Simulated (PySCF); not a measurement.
**One shape, several levels: AlClO (SMILES [O]=[Al][Cl])**

Wanted: a comparison of 6 runs (B2PLYP/STO-3G, B3LYP/STO-3G, PBE0/STO-3G, wB97X-V/STO-3G, NEVPT2(2,2)/STO-3G, FCI/STO-3G) of AlClO. The job is set up through a Python script.

Program for the calculation: PySCF 2.14.0.

10 further runs of the same task are left out: 4 that didn't finish, 6 set aside as unsound or not needed.

### 1 The system as given

The species is AlClO (3 atoms), meant as a singlet with charge 0. As SMILES, `[O]=[Al][Cl]`. The O1–Al2 distance was set to 2.350 Å, away from the relaxed value.

Bond lengths: Al2–Cl3 2.014 Å.

### 2 The energy at B2PLYP/STO-3G (run 1)

geometry.xyz

```xyz
3
AlClO
O      0.156535     2.467781     0.358250
Al     0.009340     0.147220     0.021380
Cl    -0.116820    -1.841490    -0.267330
```

job.py

```python
from pyscf import gto, dft, mp

molecule = gto.M(
    atom='geometry.xyz',
    max_memory=1860,
    basis='sto-3g',
    verbose=4,
)

ks = dft.RKS(molecule, xc='0.53*HF + 0.47*B88, 0.73*LYP')
ks.conv_tol = 1e-10
ks.grids.level = 5
ks.kernel()
if not ks.converged:
    ks = ks.newton().run(ks.mo_coeff, ks.mo_occ)

pt = mp.MP2(ks, frozen=11).run()
e_tot = ks.e_tot + 0.27 * pt.e_corr
print('PT2 part  %.8f' % (0.27 * pt.e_corr))
print('Final energy', e_tot)
```

On the command line:

```console
$ OMP_NUM_THREADS=1 python job.py
```

The program printed:

```text
PySCF version 2.14.0

[INPUT] num. atoms = 3
[INPUT] num. electrons = 38
[INPUT] charge = 0
[INPUT] spin (= nelec alpha-beta = 2S) = 0
[INPUT] symmetry False subgroup None
[INPUT] Mole.unit = angstrom
[INPUT] Symbol           X                Y                Z      unit          X                Y                Z       unit  Magmom
[INPUT]  1 O      0.156535000000   2.467781000000   0.358250000000 AA    0.295808278909   4.663430225405   0.676994384125 Bohr   0.0
[INPUT]  2 Al     0.009340000000   0.147220000000   0.021380000000 AA    0.017650042003   0.278205480058   0.040402344543 Bohr   0.0
[INPUT]  3 Cl    -0.116820000000  -1.841490000000  -0.267330000000 AA   -0.220757805872  -3.479911761125  -0.505180484880 Bohr   0.0

nuclear repulsion = 98.0005652078253
number of shells = 13
number of NR pGTOs = 69
number of NR cGTOs = 23
basis = sto-3g
ecp = {}

[... 61 lines left out ...]
converged SCF energy = -768.330878467585
[... 1 line left out ...]
******** <class 'pyscf.mp.mp2.RMP2'> ********
nocc = 8, nmo = 12
frozen orbitals 11
E(RMP2) = -768.402999569679  E_corr = -0.0721211020937206
E(SCS-RMP2) = -768.409344478551  E_corr = -0.078466010965824
E_corr(same-spin) = -0.00932228255381618
E_corr(oppo-spin) = -0.0627988195399044
PT2 part  -0.01947270
Final energy -768.3503511651504
```

Run time: 3.3 s. Hardware: 1 thread of Arm Neoverse V1, shared host; peak memory 0.21 GiB.

### 3 A single-point energy at B3LYP/STO-3G (run 2)

job.py

```python
from pyscf import gto, dft

mol = gto.M(
    atom='''
O    0.156535   2.467781   0.358250
Al   0.009340   0.147220   0.021380
Cl  -0.116820  -1.841490  -0.267330
''',
    verbose=3,
    spin=0,
    basis='sto-3g',
    charge=0,
    max_memory=1860,
)

myscf = dft.RKS(mol, xc='b3lyp')
myscf.grids.level = 5
myscf.conv_tol = 1e-10
myscf.kernel()
if not myscf.converged:
    myscf = myscf.newton().run(myscf.mo_coeff, myscf.mo_occ)

e_tot = myscf.e_tot
print('E(%s) = %.9f' % ('B3LYP', e_tot))
```

On the command line:

```console
$ OMP_NUM_THREADS=1 python job.py
```

The program printed:

```text
converged SCF energy = -768.727144043892
E(B3LYP) = -768.727144044
```

Wall time 3.9 s (1 thread of Arm Neoverse V1, shared host); peak memory 0.21 GiB.

Runs 3 to 5 aren't shown in full; the table further down has their settings and results.

### 4 A single-point energy at FCI/STO-3G (run 6)

input.xyz

```xyz
3
AlClO
O      0.156535     2.467781     0.358250
Al     0.009340     0.147220     0.021380
Cl    -0.116820    -1.841490    -0.267330
```

calc.py

```python
from pyscf import gto, mcscf
from pyscf import fci

system = gto.M(
    atom='input.xyz',
    basis='sto-3g',
    verbose=4,
    max_memory=1860,
    spin=0,
)

myscf = system.RHF()
myscf.conv_tol = 1e-10
myscf.kernel()
if not myscf.converged:
    myscf = myscf.newton().run(myscf.mo_coeff, myscf.mo_occ)

cas = mcscf.CASCI(myscf, myscf.mo_coeff.shape[-1] - 11, (system.nelec[0] - 11, system.nelec[1] - 11))  # full CI above the frozen core
cas.fcisolver = fci.direct_spin0.FCI(system)  # even spin states alone
cas.kernel()
print('<S^2> = %.4f' % cas.fcisolver.spin_square(cas.ci, cas.ncas, cas.nelecas)[0])
e_tot = cas.e_tot
print('Final energy', e_tot)
```

On the command line:

```console
$ OMP_NUM_THREADS=1 python calc.py
```

The program printed:

```text
PySCF version 2.14.0

[INPUT] num. atoms = 3
[INPUT] num. electrons = 38
[INPUT] charge = 0
[INPUT] spin (= nelec alpha-beta = 2S) = 0
[INPUT] symmetry False subgroup None
[INPUT] Mole.unit = angstrom
[INPUT] Symbol           X                Y                Z      unit          X                Y                Z       unit  Magmom
[INPUT]  1 O      0.156535000000   2.467781000000   0.358250000000 AA    0.295808278909   4.663430225405   0.676994384125 Bohr   0.0
[INPUT]  2 Al     0.009340000000   0.147220000000   0.021380000000 AA    0.017650042003   0.278205480058   0.040402344543 Bohr   0.0
[INPUT]  3 Cl    -0.116820000000  -1.841490000000  -0.267330000000 AA   -0.220757805872  -3.479911761125  -0.505180484880 Bohr   0.0

nuclear repulsion = 98.0005652078253
number of shells = 13
number of NR pGTOs = 69
number of NR cGTOs = 23
basis = sto-3g
ecp = {}

******** <class 'pyscf.scf.hf.RHF'> ********
method = RHF
initial guess = minao
damping factor = 0
level_shift factor = 0
DIIS = <class 'pyscf.scf.diis.CDIIS'>
diis_start_cycle = 1
diis_space = 8
diis_damp = 0
SCF conv_tol = 1e-10
SCF conv_tol_grad = None
SCF max_cycles = 50
direct_scf = True
direct_scf_tol = 1e-13
Set gradient conv threshold to 1e-05
Initial guess from minao.
init E= -766.464376161647
  HOMO = -0.37370214299767  LUMO = -0.154911431176306  gap/eV = 5.95360
cycle= 1 E= -766.709734433172  delta_E= -0.245  |g|= 0.838  |ddm|=  2.4
  HOMO = 0.0782614297563022  LUMO = 0.285476546391972  gap/eV = 5.63861
cycle= 2 E= -760.917928416072  delta_E= 5.79  |g|= 2.21  |ddm|= 5.35
  HOMO = -0.221792562137941  LUMO = 0.104862513487856  gap/eV = 8.88874
cycle= 3 E= -766.999422264401  delta_E= -6.08  |g|= 0.666  |ddm|= 5.11
  HOMO = -0.269455648010019  LUMO = 0.165543819780848  gap/eV = 11.83694
cycle= 4 E= -767.154644490285  delta_E= -0.155  |g|= 0.506  |ddm|= 0.496
  HOMO = -0.274522461441046  LUMO = 0.226333802766984  gap/eV = 13.62899
cycle= 5 E= -767.304067738938  delta_E= -0.149  |g|= 0.216  |ddm|= 0.791
  HOMO = -0.242504599799811  LUMO = 0.265596723308285  gap/eV = 13.82614
cycle= 6 E= -767.341885056275  delta_E= -0.0378  |g|= 0.0421  |ddm|= 0.598
  HOMO = -0.247318522976159  LUMO = 0.273224374554228  gap/eV = 14.16469
cycle= 7 E= -767.343684005864  delta_E= -0.0018  |g|= 0.0028  |ddm|= 0.164
  HOMO = -0.245230928136505  LUMO = 0.273265270413666  gap/eV = 14.10900
cycle= 8 E= -767.34369215323  delta_E= -8.15e-06  |g|= 0.000425  |ddm|= 0.0133
  HOMO = -0.24535304703419  LUMO = 0.273273545380154  gap/eV = 14.11255
cycle= 9 E= -767.343692288327  delta_E= -1.35e-07  |g|= 0.000158  |ddm|= 0.000964
  HOMO = -0.245350821256531  LUMO = 0.273210806360147  gap/eV = 14.11078
cycle= 10 E= -767.343692309626  delta_E= -2.13e-08  |g|= 2.34e-05  |ddm|= 0.00046
  HOMO = -0.245352201553418  LUMO = 0.273201311715357  gap/eV = 14.11056
cycle= 11 E= -767.343692310134  delta_E= -5.07e-10  |g|= 1.34e-06  |ddm|= 8.08e-05
  HOMO = -0.245352858458369  LUMO = 0.273201638456163  gap/eV = 14.11059
cycle= 12 E= -767.343692310134  delta_E= 3.41e-13  |g|= 1.52e-07  |ddm|= 4.92e-06
  HOMO = -0.245352879590745  LUMO = 0.273201626074925  gap/eV = 14.11059
Extra cycle  E= -767.343692310135  delta_E= -1.59e-12  |g|= 5.98e-08  |ddm|= 3.88e-07
converged SCF energy = -767.343692310135

******** <class 'pyscf.mcscf.casci.CASCI'> ********
CAS (8e+8e, 12o), ncore = 11, nvir = 0
natorb = False
canonicalization = True
sorting_mo_energy = False
******** <class 'pyscf.fci.direct_spin0.FCISolver'> ********
max. cycles = 100
conv_tol = 1e-10
davidson only = False
linear dependence = 1e-14
level shift = 0.001
max iter space = 12
nroots = 1
pspace_size = 400
spin = None
Density matrix diagonal elements [1.99582385 1.99859578 1.97849347 1.99486461 1.99486461 1.85264235
 1.85264235 1.82776681 0.25362167 0.10824155 0.10824155 0.03420142]
CASCI converged
CASCI E = -767.422671752264  E(CI) = -46.3320938443352  S^2 = 0.0000000
<S^2> = 0.0000
Final energy -767.4226717522645
```

Wall time 5.1 s (1 thread of Arm Neoverse V1, shared host); peak memory 0.17 GiB.

### 5 The series

| run | level | frozen core orbitals | nlc grid | energy (Eh) | dipole moment (D) of the reference | HOMO energy (eV) | LUMO energy (eV) | wall time |
| --- | --- | --- | --- | --- | --- | --- | --- | --- |
| 1 | B2PLYP/STO-3G | 11 | – | -768.350351 | 0.20 | -4.21 | 3.74 | 3.3 s |
| 2 | B3LYP/STO-3G | – | – | -768.727144 | 0.29 | -1.27 | 1.24 | 3.9 s |
| 3 | PBE0/STO-3G | – | – | -768.413587 | 0.29 | -1.57 | 1.52 | 3.3 s |
| 4 | wB97X-V/STO-3G | – | 1 | -768.617224 | 0.03 | -4.19 | 4.01 | 17 s |
| 5 | NEVPT2(2,2)/STO-3G | – | – | -767.390955 | 1.12 | -6.68 | 7.43 | 1.4 s |
| 6 | FCI/STO-3G | 11 | – | -767.422672 | 1.12 | -6.68 | 7.43 | 5.1 s |

### 6 Results

| quantity | value |
| --- | --- |
| run 6: total energy | -767.42267 Eh |
| run 6: dipole moment (Hartree–Fock density) | 1.12 D |
| run 6: HOMO energy (Hartree–Fock orbitals) | -6.68 eV |
| run 6: LUMO energy (Hartree–Fock orbitals) | 7.43 eV |
| run 6: HOMO–LUMO gap (Hartree–Fock orbitals) | 14.11 eV |
| run 6: correlation energy (11 core orbitals frozen) | -79.0 mEh |

Over runs 1, 2, 3, 4 the dipole moment (its size) runs from 0.03 D (wB97X-V/STO-3G) to 0.29 D (PBE0/STO-3G). Over runs 1, 2, 3, 4 the HOMO–LUMO gap runs from 2.50 eV (B3LYP/STO-3G) to 8.20 eV (wB97X-V/STO-3G). Totals of different functionals can't be ranked against each other. In runs 1, 2, 3, 4, 5, 6 the basis is minimal, so the values are rough. All runs together took 34 s, the longest 17 s.
